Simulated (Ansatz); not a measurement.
CF3 (trifluoromethyl radical): entropy by statistical mechanics

A doublet with charge 0, relaxed at UHF/6-31G* (Cartesian functions) (Ansatz 0.2.0):

```xyz
4

F    -1.2154    0.0247    0.2636
C    -0.0394   -0.0593   -0.2861
F     0.6525   -1.0347    0.2259
F     0.6023    1.0692   -0.2032
```

Harmonic wavenumbers in cm⁻¹: 549, 549, 758, 1216, 1440, 1440.

Masses in u: F 18.998, C 12.011. Take T = 298.15 K, p = 1 bar, R = 8.3145 J/(mol K), kT/hc = 207.22 cm⁻¹, rigid rotor and harmonic oscillator.

Compute the standard molar entropy.


1. Translation (Sackur–Tetrode): S = R[3/2 ln M + 5/2 ln T − 1.1517] with M = 69.005 gives 161.7 J/(mol K).
2. Rotation: principal moments 45.350, 45.353, 87.636 u Å² give A, B, C = 0.3717, 0.3717, 0.1924 cm⁻¹; the symmetry number is σ = 3; q = (√π/σ)√((kT/hc)³/ABC) = 10810; S = R(ln q + 3/2) = 89.7.
3. Vibration: with u = ν̃/207.22, each mode gives R[u/(eᵘ − 1) − ln(1 − e⁻ᵘ)]; the sum is 5.9, most from 549 cm⁻¹ (2.3), 549 cm⁻¹ (2.3), 758 cm⁻¹ (1.0).
4. Electronic: R ln 2 = 5.8, from the spin multiplicity alone.
5. Sum: 161.7 + 89.7 + 5.9 + 5.8 = 263.1 J/(mol K).

The tabulated value is 264.5 J/(mol K) (CRC Handbook of Chemistry and Physics): the model is off by -1.4. Any orbital degeneracy of the open shell is left out.
